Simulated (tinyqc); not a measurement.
Extended Hueckel theory, for HF, step by step. One step of it, computed by the program tinyqc.

Problem. Wolfsberg-Helmholz matrix. H_ij = K' S_ij (H_ii + H_jj)/2 for i != j (the diagonal keeps H_ii), with K' = 1.75.

overlap S:
```
           1F 2s    1F 2px    1F 2py    1F 2pz     2H 1s
1F 2s   1.000000  0.000000  0.000000  0.000000  0.348803
1F 2px  0.000000  1.000000  0.000000  0.000000  0.000000
1F 2py  0.000000  0.000000  1.000000  0.000000  0.000000
1F 2pz  0.000000  0.000000  0.000000  1.000000  0.307589
2H 1s   0.348803  0.000000  0.000000  0.307589  1.000000
```

diagonal H_ii (eV): 1F 2s -40.000000, 1F 2px -18.100000, 1F 2py -18.100000, 1F 2pz -18.100000, 2H 1s -13.600000

K = 1.750000

Give: H.

Solution.

H (eV):
```
          1F 2s   1F 2px   1F 2py   1F 2pz    2H 1s
1F 2s   -40.000    0.000    0.000    0.000  -16.359
1F 2px    0.000  -18.100    0.000    0.000    0.000
1F 2py    0.000    0.000  -18.100    0.000    0.000
1F 2pz    0.000    0.000    0.000  -18.100   -8.532
2H 1s   -16.359    0.000    0.000   -8.532  -13.600
```
